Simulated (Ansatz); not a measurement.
Steps of a relaxation of C3H7FO, SMILES `CC(F)CO` with RKS PBE0-D4/def2-TZVP.

```sh
$ ansatz run in.yaml --threads 4 --pin off --events-out ev --progress --plain --max-ram 10444MiB
```

```yaml
crystal:
  periodic: [false, false, false]
  atoms:
    - {symbol: C, position_ang: [-1.451640, 0.403012, -0.219318]}
    - {symbol: C, position_ang: [0.043409, 0.278838, -0.428185]}
    - {symbol: F, position_ang: [0.658023, 1.517887, -0.138249]}
    - {symbol: C, position_ang: [0.732525, -0.749489, 0.461560]}
    - {symbol: O, position_ang: [2.127184, -0.749010, 0.264901]}
    - {symbol: H, position_ang: [-1.865371, 1.217379, -0.844953]}
    - {symbol: H, position_ang: [-1.684698, 0.625574, 0.841617]}
    - {symbol: H, position_ang: [-1.961750, -0.540320, -0.499958]}
    - {symbol: H, position_ang: [0.284619, 0.053443, -1.492310]}
    - {symbol: H, position_ang: [0.353153, -1.764936, 0.219685]}
    - {symbol: H, position_ang: [0.449943, -0.536190, 1.524918]}
    - {symbol: H, position_ang: [2.391704, 0.188613, 0.344191]}
basis:
  gaussian: {orbitals: def2-TZVP}
hamiltonian: {xc: pbe0, dispersion: d4}
relax: {f_tol: 0.005, max_steps: 150}
```

Positions (Å) and forces (eV/Å) along the path, 7 of 7 steps:

```xyz
12
step=1 energy=-7983.8040 eV
C    -1.452    0.403   -0.219   -0.192    0.055    0.106
C     0.043    0.279   -0.428    0.176   -0.150   -0.296
F     0.658    1.518   -0.138   -0.250   -0.320   -0.112
C     0.733   -0.749    0.462   -0.496   -0.171    0.218
O     2.127   -0.749    0.265   -0.202    0.748    0.161
H    -1.865    1.217   -0.845    0.223   -0.394    0.289
H    -1.685    0.626    0.842    0.123   -0.111   -0.505
H    -1.962   -0.540   -0.500    0.276    0.429    0.126
H     0.285    0.053   -1.492   -0.109    0.205    0.554
H     0.353   -1.765    0.220    0.227    0.515    0.075
H     0.450   -0.536    1.525    0.261   -0.103   -0.545
H     2.392    0.189    0.344   -0.038   -0.703   -0.071
12
step=2 energy=-7983.8494 eV
C    -1.444    0.397   -0.218   -0.069   -0.006   -0.003
C     0.043    0.281   -0.432    0.064    0.007    0.014
F     0.640    1.521   -0.140   -0.075   -0.121   -0.047
C     0.720   -0.740    0.461   -0.176   -0.044    0.019
O     2.111   -0.755    0.267   -0.053    0.264    0.055
H    -1.858    1.199   -0.838    0.056   -0.114    0.083
H    -1.672    0.615    0.833    0.048   -0.033   -0.150
H    -1.939   -0.542   -0.495    0.061    0.123    0.038
H     0.285    0.071   -1.485   -0.032    0.039    0.187
H     0.340   -1.742    0.221    0.073    0.150    0.023
H     0.455   -0.524    1.514    0.071   -0.018   -0.199
H     2.398    0.165    0.344    0.033   -0.247   -0.021
12
step=3 energy=-7983.8558 eV
C    -1.444    0.392   -0.219    0.012   -0.012    0.001
C     0.041    0.287   -0.428    0.049    0.035   -0.005
F     0.630    1.527   -0.139   -0.033   -0.024    0.004
C     0.716   -0.732    0.458   -0.015    0.005    0.001
O     2.106   -0.763    0.264   -0.039    0.018   -0.015
H    -1.861    1.187   -0.838   -0.006    0.013   -0.011
H    -1.671    0.610    0.826   -0.012    0.006    0.027
H    -1.932   -0.546   -0.493   -0.003   -0.013   -0.002
H     0.285    0.078   -1.474    0.006   -0.004   -0.038
H     0.332   -1.727    0.221   -0.001   -0.017   -0.002
H     0.460   -0.513    1.505    0.001    0.005    0.035
H     2.417    0.144    0.349    0.041   -0.012    0.005
12
step=4 energy=-7983.8565 eV
C    -1.444    0.390   -0.219   -0.003   -0.005   -0.010
C     0.041    0.290   -0.429    0.008    0.026    0.026
F     0.625    1.531   -0.136   -0.007   -0.002    0.000
C     0.714   -0.728    0.459    0.019   -0.003   -0.018
O     2.103   -0.768    0.259   -0.010   -0.005   -0.009
H    -1.863    1.184   -0.839   -0.009    0.011   -0.007
H    -1.673    0.607    0.826   -0.003    0.003    0.013
H    -1.928   -0.550   -0.494   -0.008   -0.012   -0.003
H     0.287    0.084   -1.475    0.005   -0.008   -0.014
H     0.326   -1.722    0.224   -0.005   -0.016    0.003
H     0.464   -0.507    1.507   -0.006    0.011    0.013
H     2.426    0.134    0.350    0.019    0.000    0.008
12
step=5 energy=-7983.8569 eV
C    -1.446    0.388   -0.221   -0.002   -0.003    0.000
C     0.041    0.295   -0.427   -0.011    0.003   -0.003
F     0.618    1.538   -0.132    0.005    0.006    0.003
C     0.714   -0.724    0.459    0.017   -0.005    0.001
O     2.102   -0.776    0.251    0.003    0.003   -0.007
H    -1.869    1.180   -0.841    0.001    0.001    0.000
H    -1.679    0.603    0.824    0.000   -0.001   -0.002
H    -1.925   -0.554   -0.497   -0.002   -0.001   -0.001
H     0.289    0.091   -1.474    0.002   -0.002    0.004
H     0.319   -1.717    0.230   -0.003    0.002    0.005
H     0.472   -0.497    1.508   -0.002    0.004   -0.006
H     2.441    0.119    0.353   -0.009   -0.007    0.005
12
step=6 energy=-7983.8570 eV
C    -1.447    0.387   -0.222    0.000    0.002   -0.001
C     0.041    0.297   -0.426   -0.006   -0.006    0.000
F     0.616    1.539   -0.130    0.000    0.003    0.000
C     0.715   -0.723    0.459    0.006   -0.001   -0.001
O     2.102   -0.778    0.246    0.002   -0.003   -0.002
H    -1.869    1.180   -0.841    0.000    0.000    0.001
H    -1.681    0.600    0.823    0.001   -0.001   -0.002
H    -1.924   -0.556   -0.500    0.001    0.002   -0.001
H     0.290    0.093   -1.473    0.000    0.001    0.003
H     0.316   -1.715    0.235    0.000    0.002    0.002
H     0.476   -0.493    1.509    0.000    0.001   -0.003
H     2.444    0.114    0.355   -0.005    0.000    0.002
12
step=7 energy=-7983.8570 eV
C    -1.448    0.387   -0.223    0.000   -0.003    0.001
C     0.040    0.296   -0.426   -0.001    0.001   -0.002
F     0.615    1.539   -0.129    0.003    0.002    0.001
C     0.715   -0.722    0.460   -0.003    0.001    0.001
O     2.102   -0.779    0.244    0.001    0.002    0.000
H    -1.869    1.181   -0.840    0.002    0.000    0.000
H    -1.682    0.597    0.823    0.000    0.000    0.000
H    -1.925   -0.555   -0.504   -0.001    0.000    0.000
H     0.290    0.093   -1.473    0.000   -0.001    0.000
H     0.316   -1.715    0.237    0.000    0.000    0.000
H     0.479   -0.490    1.509    0.000    0.000    0.000
H     2.445    0.113    0.355    0.000   -0.001    0.000
```

It took 21 s on 4 threads of an Arm Neoverse V2 on a shared host, with 0.42 GiB of host memory at the peak.
